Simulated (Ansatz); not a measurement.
We consider wurtzite MgTe, described by PBEsol-D3(BJ) in Ansatz (PAW).

Settings: plane-wave cutoff 520 eV, 12×12×6 k mesh (along the axes of the cell as run), Fermi–Dirac smearing 0.01 eV, scalar-relativistic PAW data made under PBE.

Results at a series of volumes:

```json
[
 {"V (Å³/atom)": "30.851", "E − E_lowest (meV/atom)": "6.77", "P (GPa)": "1.748"},
 {"V (Å³/atom)": "31.494", "E − E_lowest (meV/atom)": "1.63", "P (GPa)": "0.829"},
 {"V (Å³/atom)": "32.136", "E − E_lowest (meV/atom)": "0.00", "P (GPa)": "0.000"},
 {"V (Å³/atom)": "32.779", "E − E_lowest (meV/atom)": "1.53", "P (GPa)": "-0.749"},
 {"V (Å³/atom)": "33.422", "E − E_lowest (meV/atom)": "5.91", "P (GPa)": "-1.425"}
]
```

**Question.** Fit the third-order Birch–Murnaghan equation and give B0 and B′.

**Answer.** V0 = 32.136 Å³/atom, B0 = 39.4 GPa, B′ = 4.1 (fit to the energies at full precision).

Shape and atoms are relaxed at each volume.

Note: the bulk modulus comes from volumes at which shape and atoms were relaxed.

Spin–orbit coupling is not included.

Computing time: roughly 8 core-minutes.

Ansatz is a program for electronic structure.
